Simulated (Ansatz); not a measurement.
## Rb3Ba: what changed settings do

All trials start from this Ansatz input:

```yaml
crystal:
  lattice:
    - [0.0, 5.51443, 5.51443]
    - [5.51443, 0.0, 5.51443]
    - [5.51443, 5.51443, 0.0]
  atoms:
    - { symbol: Rb, position: [0.25, 0.25, 0.25] }
    - { symbol: Rb, position: [0.75, 0.75, 0.75] }
    - { symbol: Rb, position: [0.5, 0.5, 0.5] }
    - { symbol: Ba, position: [0.0, 0.0, 0.0] }
basis:
  ecutwfc: 420
kpoints:
  mp_grid: { grid: [2, 2, 2] }
hamiltonian:
  xc: pbe
scf:
  occupations: { method: gaussian, width: 0.1 }
output:
  forces: true
  stress: true
  eigenvalues: true
```

Command:

```bash
ansatz run input.yaml --threads 1 --pin off --max-ram 1331MiB --backend cpu --events-out ev --progress --plain --runs-dir out
```

The run converges in 7 SCF iterations on 3 irreducible k-points: pressure -0.19 GPa, no gap.

Settings here are deliberately varied, not converged. Each trial's input is given as a difference from the reference's; energies are extrapolated to zero smearing where there is one, and pressure is positive in compression.

Trial 1 (volume scaled):

```diff
 crystal:
   lattice:
-    - [0.0, 5.51443, 5.51443]
-    - [5.51443, 0.0, 5.51443]
-    - [5.51443, 5.51443, 0.0]
+    - [0.0, 6.0184096561, 6.0184096561]
+    - [6.0184096561, 0.0, 6.0184096561]
+    - [6.0184096561, 6.0184096561, 0.0]
   atoms:
-    - { symbol: Rb, position: [0.25, 0.25, 0.25] }
+    - { symbol: Rb, position: [0.25, 0.25, 0.25], spin: 1.0 }
 basis:
-  ecutwfc: 420
+  ecutwfc: 450
 kpoints:
-  mp_grid: { grid: [2, 2, 2] }
+  mp_grid: { grid: [1, 1, 1] }
 hamiltonian:
+  pseudopotentials: { kind: nc }
 scf:
-  occupations: { method: gaussian, width: 0.1 }
+  occupations: { method: gaussian, width: 0.13 }
+  lower_state_search: "off"
 output:
+  populations: true
+magnetization:
+  spin_polarized: true
```

The run converges in 16 SCF iterations on 1 irreducible k-point: pressure -0.95 GPa (unreliable at so low a cutoff), cell moment 3.00 μB (the reference has none, and so few k-points can make one). It warns that the cutoff lies under the recommended one, 770 eV for these potentials.

Trial 2:

```diff
 basis:
-  ecutwfc: 420
+  ecutwfc: 570
```

The run converges in 6 SCF iterations on 3 irreducible k-points: energy 0.06 meV per atom below the reference, pressure -0.19 GPa, no gap.

Trial 3:

```diff
 kpoints:
-  mp_grid: { grid: [2, 2, 2] }
+  mp_grid: { grid: [1, 1, 1], shift: [0.5, 0.5, 0.5] }
 hamiltonian:
+  hubbard:
+    sites: [{ species: Rb, l: d, u_eff: 5.0 }]
+    projectors: ortho-atomic
 scf:
+  max_iter: 93
```

The program refuses the input:

```text
Error: inconsistent input (hamiltonian.hubbard.sites[].l, hamiltonian.hubbard.sites[].shell): the file of Rb doesn't list 4d, and it can't be added: PBE doesn't bind the shell 4d of the free atom, whose level lies at +0.02 eV. Type an atom or ion with it (hamiltonian.pseudopotentials.projection_atoms), take another file or name another shell
```

Next try, with these keys changed back:

```diff
 hamiltonian:
-  hubbard:
-    sites: [{ species: Rb, l: d, u_eff: 5.0 }]
-    projectors: ortho-atomic
```

The run converges in 9 SCF iterations on 1 irreducible k-point: energy 39.5 meV per atom above the reference, pressure -0.04 GPa, largest force 0.068 eV/Å, no gap.

Trial 4 (volume scaled):

```diff
 crystal:
   lattice:
-    - [0.0, 5.51443, 5.51443]
-    - [5.51443, 0.0, 5.51443]
-    - [5.51443, 5.51443, 0.0]
+    - [0.0, 5.2923844311, 5.2923844311]
+    - [5.2923844311, 0.0, 5.2923844311]
+    - [5.2923844311, 5.2923844311, 0.0]
 basis:
-  ecutwfc: 420
+  ecutwfc: 360
 hamiltonian:
-  xc: pbe
+  xc: pbesol
+  dispersion: d4
 scf:
+  lower_state_search: standard
```

The run converges in 7 SCF iterations on 3 irreducible k-points: pressure 0.00 GPa, no gap. It warns that the cutoff lies under the recommended one, 420 eV for these potentials.

Trial 5:

```diff
 crystal:
   lattice:
-    - [0.0, 5.51443, 5.51443]
-    - [5.51443, 0.0, 5.51443]
-    - [5.51443, 5.51443, 0.0]
+    - [0.0, 5.1382685885, 5.1382685885]
+    - [5.1382685885, 0.0, 5.1382685885]
+    - [5.1382685885, 5.1382685885, 0.0]
 basis:
+  precision: mixed
 hamiltonian:
-  xc: pbe
+  xc: blyp
+  dispersion: d4
 scf:
+  max_iter: 70
```

The program refuses the input:

```text
Error: YAML parse error: error: line 13 column 14: unknown variant `mixed`, expected one of auto, f64
```

Next try, with these keys changed back:

```diff
 basis:
-  precision: mixed
```

The run converges in 7 SCF iterations on 3 irreducible k-points: pressure 1.04 GPa, no gap.